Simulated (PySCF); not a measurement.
## N₂⁺: from constants to spectrum

UHF-CCSD(T) constants of N₂⁺, ²Σg⁺ (doublet), unpaired electrons σ ↑ (N 3-21G; no relativity (PySCF 2.14); masses 14.0031 and 14.0031 u):

| Property | Result |
| --- | --- |
| ωe | 1921.6 cm⁻¹ |
| ωexe | 22.1 cm⁻¹ |
| Be | 1.8113 cm⁻¹ |
| αe | 0.0245 cm⁻¹ |
| D (centrifugal) | 6.44e-06 cm⁻¹ |
| De to N⁺ + N | 6.47 eV |

Problem. Give the vibrational terms G(v) and spacings up to v = 6.

Solution. G(v) = ωe(v+½) − ωexe(v+½)².

| v | G(v) (cm⁻¹) | G(v) − G(v−1) | Bv (cm⁻¹) |
| --- | --- | --- | --- |
| 0 | 955 |  | 1.799 |
| 1 | 2833 | 1877 | 1.775 |
| 2 | 4666 | 1833 | 1.750 |
| 3 | 6455 | 1789 | 1.726 |
| 4 | 8200 | 1745 | 1.701 |
| 5 | 9900 | 1701 | 1.677 |
| 6 | 11557 | 1656 | 1.652 |

Problem. How well does the Morse estimate ωe²/(4ωexe) reproduce De, and what is D0?

Solution. It gives 5.18 eV, 80 % of the computed De. D0 = De − G(0) = 6.47 − 0.12 = 6.35 eV.

Correlated steps freeze 2 core orbitals. 3-21G is very small, so such numbers show the basis as much as the molecule. The state is the lowest determinant that a PBE0 search found; another state may lie lower at other levels.
